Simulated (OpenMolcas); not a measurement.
# BH2F (SMILES BF) at 6 levels

Aim: a comparison of 6 runs (HF/3-21G, B3LYP/6-31G*, M06-L/cc-pVTZ, PBE0/cc-pVTZ, TPSS/cc-pVTZ, r2SCAN/cc-pVTZ) of BH2F. 

The results are computed with OpenMolcas 26.06.

1 further run of the same task is left out (set aside as unsound or not needed).

## Step 1: The structure to begin with

BH2F has 4 atoms, charge 0, and is taken as a singlet. As SMILES, `BF`. One bond was lengthened or shortened from a relaxed shape.

Bond lengths: B1–F2 1.317 Å, B1–H3 1.377 Å, B1–H4 1.198 Å. Angles: F2–B1–H3 117.8°, F2–B1–H4 117.8°, H3–B1–H4 124.4°.

## Step 2: The energy at HF/3-21G (run 1)

Contents of run.input:

```
* BFH2 Hartree-Fock
>>> EXPORT MOLCAS_PRINT=2

&GATEWAY
  BasLib = $CurrDir
  Coord
  4
  angstrom
  B        0.120516       0.092789      -0.063358
  F        1.209016      -0.199911       0.617342
  H       -1.012500      -0.649100       0.186200
  H        0.182016       0.986389      -0.858158
  Basis = 3-21G
  Group = NoSym

&SEWARD

&SCF
  Thresholds = 1e-10 1e-07 1e-07 1e-05
  PrOrbitals = 1 1
```

The basis set 3-21G is read from a file made from the Basis Set Exchange's data (not shown).

The run is started by

```bash
$ export MOLCAS_MEM=1860
$ pymolcas run.input > run.log
```

Standard output:

```text
--- Start Module: gateway ---
[...]
--- Stop Module: gateway /rc=_RC_ALL_IS_WELL_ ---
--- Start Module: seward ---
[...]
      Basis functions           22
--- Stop Module: seward /rc=_RC_ALL_IS_WELL_ ---
--- Start Module: scf ---
[...]
       Convergence after  12 Iterations
[...]
::    Total SCF energy                               -124.6321208541
[...]
      Total spin, S                                     0.0000000000
[...]
      Total electronic charge=   16.000000
      Total            charge=   -0.000000
[...]
      Dipole Moment (debye):
      Origin of the operator (angstrom)=    0.7326   -0.0761    0.3233
                   X= -5.6622E-01               Y=  3.7078E-01               Z= -5.5409E-01           Total=  8.7470E-01
      Quadrupole Moment (debye*angstrom):
[...]
--- Stop Module: scf /rc=_RC_ALL_IS_WELL_ ---
[...]
```

Run time: 2 s. Hardware: 1 thread of Intel Xeon Platinum 8259CL at 2.50GHz (Skylake/Cascade Lake), shared host; peak memory 0.37 GiB.

## Step 3: The energy at B3LYP/6-31G(d) (Cartesian functions) (run 2)

Contents of mol.xyz:

```xyz
4

B      0.120516     0.092789    -0.063358
F      1.209016    -0.199911     0.617342
H     -1.012500    -0.649100     0.186200
H      0.182016     0.986389    -0.858158
```

Contents of test.inp:

```
* BFH2 Kohn-Sham DFT
&GATEWAY
BasLib = $CurrDir
Coord = mol.xyz
Basis = 6-31Gs
Group = NoSym
&SEWARD
GridInput
Grid=UltraFine
End of Grid
&SCF
KSDFT = B3LYP
Thresholds = 1e-10 1e-07 1e-07 1e-05
PrOrbitals = 1 1
```

The basis set 6-31G* is read from a file made from the Basis Set Exchange's data (not shown).

The run is started by

```bash
$ export MOLCAS_MEM=1860
$ pymolcas test.inp > test.log
```

Standard output:

```text
--- Start Module: gateway ---
[...]
--- Stop Module: gateway /rc=_RC_ALL_IS_WELL_ ---
--- Start Module: seward ---
[...]
      Basis functions           34
--- Stop Module: seward /rc=_RC_ALL_IS_WELL_ ---
--- Start Module: scf ---
[...]
       Convergence after  11 Iterations
[...]
::    Total KS-DFT energy                            -125.9160901349
[...]
      Total spin, S                                     0.0000000000
[...]
      Total electronic charge=   16.000000
      Total            charge=   -0.000000
[...]
      Dipole Moment (debye):
      Origin of the operator (angstrom)=    0.7326   -0.0761    0.3233
                   X= -1.6336E-01               Y=  2.5875E-01               Z= -2.9878E-01           Total=  4.2767E-01
      Quadrupole Moment (debye*angstrom):
[...]
--- Stop Module: scf /rc=_RC_ALL_IS_WELL_ ---
[...]
```

Wall time 6 s (1 thread of Intel Xeon Platinum 8259CL at 2.50GHz (Skylake/Cascade Lake), shared host); peak memory 0.37 GiB.

Run 3 isn't shown in full; the table further down has it.

## Step 4: A single-point energy at PBE0/cc-pVTZ (run 4)

Contents of run.input:

```
* BFH2 Kohn-Sham DFT
>>> EXPORT MOLCAS_PRINT=2
&GATEWAY
BasLib = $CurrDir
Coord
4
bohr
B      0.22774223     0.17534580    -0.11972927
F      2.28470912    -0.37777704     1.16660731
H     -1.91334770    -1.22662123     0.35186700
H      0.34396039     1.86400506    -1.62168359
Basis = cc-pVTZ
Group = NoSym
&SEWARD
GridInput
Grid=UltraFine
End of Grid
&SCF
KSDFT = PBE0
Thresholds = 1e-10 1e-07 1e-07 1e-05
PrOrbitals = 0
```

The basis set cc-pVTZ is read from a file made from the Basis Set Exchange's data (not shown).

The run is started by

```bash
$ export MOLCAS_MEM=1860
$ pymolcas run.input > run.log
```

Standard output:

```text
--- Start Module: gateway ---
[...]
--- Stop Module: gateway /rc=_RC_ALL_IS_WELL_ ---
--- Start Module: seward ---
[...]
      Basis functions           88
--- Stop Module: seward /rc=_RC_ALL_IS_WELL_ ---
[...]
--- Start Module: scf ---
[...]
       Convergence after  12 Iterations
[...]
::    Total KS-DFT energy                            -125.8240210019
[...]
      Total spin, S                                     0.0000000000
[...]
      Total electronic charge=   16.000000
      Total            charge=   -0.000000
[...]
      Dipole Moment (debye):
      Origin of the operator (angstrom)=    0.7326   -0.0761    0.3233
                   X= -3.4310E-01               Y=  2.9645E-01               Z= -4.0145E-01           Total=  6.0561E-01
      Quadrupole Moment (debye*angstrom):
[...]
--- Stop Module: scf /rc=_RC_ALL_IS_WELL_ ---
[...]
```

Run time: 19 s. Hardware: 1 thread of Intel Xeon Platinum 8259CL at 2.50GHz (Skylake/Cascade Lake), shared host; peak memory 0.48 GiB.

Run 5 isn't shown in full; the table further down has it.

## Step 5: A single-point energy at r2SCAN/cc-pVTZ (run 6)

Contents of calc.inp:

```
&GATEWAY
BasLib
$CurrDir
Coord
4
angstrom
B        0.120516       0.092789      -0.063358
F        1.209016      -0.199911       0.617342
H       -1.012500      -0.649100       0.186200
H        0.182016       0.986389      -0.858158
Basis
cc-pVTZ
Group
NoSym
&SEWARD
GridInput
Grid=UltraFine
End of Grid
&SCF
KSDFT
2
1.0 MGGA_X_R2SCAN
1.0 MGGA_C_R2SCAN
Thresholds
1e-10 1e-07 1e-07 1e-05
PrOrbitals
0
```

The basis set cc-pVTZ is read from a file made from the Basis Set Exchange's data (not shown).

The run is started by

```bash
$ export MOLCAS_MEM=1860
$ pymolcas calc.inp > calc.log
```

Standard output:

```text
--- Start Module: gateway ---
[...]
--- Stop Module: gateway /rc=_RC_ALL_IS_WELL_ ---
--- Start Module: seward ---
[...]
      Basis functions           88
--- Stop Module: seward /rc=_RC_ALL_IS_WELL_ ---
[...]
--- Start Module: scf ---
[...]
       Convergence after  13 Iterations
[...]
::    Total KS-DFT energy                            -125.8987115664
[...]
      Total spin, S                                     0.0000000000
[...]
      Total electronic charge=   16.000000
      Total            charge=   -0.000000
[...]
      Dipole Moment (debye):
      Origin of the operator (angstrom)=    0.7326   -0.0761    0.3233
                   X= -2.7313E-01               Y=  2.8958E-01               Z= -3.6864E-01           Total=  5.4254E-01
      Quadrupole Moment (debye*angstrom):
[...]
--- Stop Module: scf /rc=_RC_ALL_IS_WELL_ ---
[...]
```

Run time: 27 s. Hardware: 1 thread of Intel Xeon Platinum 8259CL at 2.50GHz (Skylake/Cascade Lake), shared host; peak memory 0.48 GiB.

## Step 6: The series

```tsv
run	level	Cartesian functions	integration grid	energy (Eh)	dipole moment (D)	HOMO energy (eV)	LUMO energy (eV)	wall time
1	HF/3-21G	no	–	-124.632121	0.87	-12.66	2.92	2 s
2	B3LYP/6-31G* (Cartesian functions)	yes	UltraFine	-125.916090	0.43	-8.63	-0.96	6 s
3	M06-L/cc-pVTZ	no	UltraFine	-125.940290	0.48	-7.87	-1.76	29 s
4	PBE0/cc-pVTZ	no	UltraFine	-125.824021	0.61	-9.06	-1.19	19 s
5	TPSS/cc-pVTZ	no	UltraFine	-125.978767	0.52	-7.81	-1.99	29 s
6	r2SCAN/cc-pVTZ	no	UltraFine	-125.898712	0.54	-7.91	-1.82	27 s
```

## Step 7: Summary of results

| quantity | value |
| --- | --- |
| run 6: total energy | -125.89871 Eh |
| run 6: dipole moment | 0.54 D |
| run 6: HOMO energy | -7.91 eV |
| run 6: LUMO energy | -1.82 eV |
| run 6: HOMO–LUMO gap | 6.09 eV |

**Reading.** The dipole moment (its size) runs from 0.43 D (B3LYP/6-31G*) to 0.87 D (HF/3-21G). The two ends differ in method and basis. The HOMO–LUMO gap runs from 5.81 eV (TPSS/cc-pVTZ) to 15.58 eV (HF/3-21G). Totals of different functionals can't be ranked against each other. All runs together took 1.9 min, the longest 29 s.
